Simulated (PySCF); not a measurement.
Method: PBE-D3(BJ)/def2-TZVP // PBE0-D4/def2-TZVP in PySCF. Gas-phase values, no solvent. 

Reference species (SMILES): `[NH2]` (neutral, multiplicity 2).

```yaml
highest_occupied_spin_orbital: -7.06 eV
```

Changed species: `[CH2]F` (radical fragment; the reference has radical fragment).

### Question
Give the shifts of the highest occupied spin orbital.

### Answer
the highest occupied spin orbital rises by 2.26 eV, to -4.80 eV.
